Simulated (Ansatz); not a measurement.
**Pd (fcc): energy against volume**

Computed with Ansatz, DFT, LDA (PW92), plane waves (420 eV) with PAW, scalar-relativistic. (PAW data from PBE, frozen cores regenerated.)

The cell is scaled uniformly from the relaxed one, with fractional coordinates and shape fixed. Energies are extrapolated to zero smearing, pressures are those at the given smearing. Magnetic state: spin not included.

A Birch-Murnaghan fit gives V₀ = 14.15 Å³/atom, B₀ = 227 GPa, B₀′ = 5.4.

(1) What are the energy above the minimum and the pressure at 12.479 Å³/atom?

(2) What are the energy above the minimum and the pressure at 13.614 Å³/atom?

(3) What are the energy above the minimum and the pressure at 15.883 Å³/atom?

Results:

(1) 181.3 meV/atom and 40.19 GPa as computed.

(2) 15.3 meV/atom and 10.05 GPa as computed.

(3) 118.0 meV/atom and -18.87 GPa as computed.
